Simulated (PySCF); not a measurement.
State search for LiS

Unrestricted PBE0; Li def2-TZVP, S def2-TZVP; no relativity (PySCF 2.14). Outer shells of the fragments: Li 2s1; S 3s2 3p4.

Followed along the bond (rough minima from three points):

```csv
2Ms+1,unpaired,⟨S²⟩ at the start,R at minimum (Å),Te (eV)
2,π ↑,0.75,2.15,0.00
2,σ ↑,0.75,2.06,0.65
4,"σ ↑, π ↑↑",3.76,none in the scan,≤ 3.06
```

Solutions found at the starting distance of 2.270 Å, counted from the lowest of them; the search is not exhaustive and high or unbound solutions are not listed, so other states can lie among these:

```
2Ms+1   unpaired   term  E (eV)  ⟨S²⟩  ⟨Lz²⟩  μ (D)
    2        π ↑     ²Π    0.00  0.75   1.01  -7.43
    2        σ ↑    ²Σ⁺    0.72  0.75   0.00  -7.41
    4  σ ↑, π ↑↑    ⁴Σ⁻    3.12  3.76   0.00   3.87
    2  σ ↓, π ↑↑  mixed    3.17  1.76   0.00   4.20
    2  σ ↑, π ↑↓  mixed    3.55  1.76   2.03   4.03
    4  σ ↑↑, π ↑     ⁴Π    3.68  3.75   1.01   3.90
```

A term symbol is given only where ⟨S²⟩ and ⟨Lz²⟩ are close to those of a pure state; real π, δ and φ orbitals otherwise mix terms. A positive dipole means Li(−)S(+).

Q: Compare the gap between the two lowest followed solutions at the starting distance with the gap between their minima.

A: At PBE0 the second solution (doublet, unpaired electrons σ ↑) lies +0.72 eV from the first (doublet, unpaired electrons π ↑) at 2.270 Å and +0.65 eV at the minima; the two curves relax by different amounts, since their minima lie near 2.06 and 2.15 Å.

Counting both spins, an empty level lies below a filled one in some of these solutions, because spin and occupation are held.
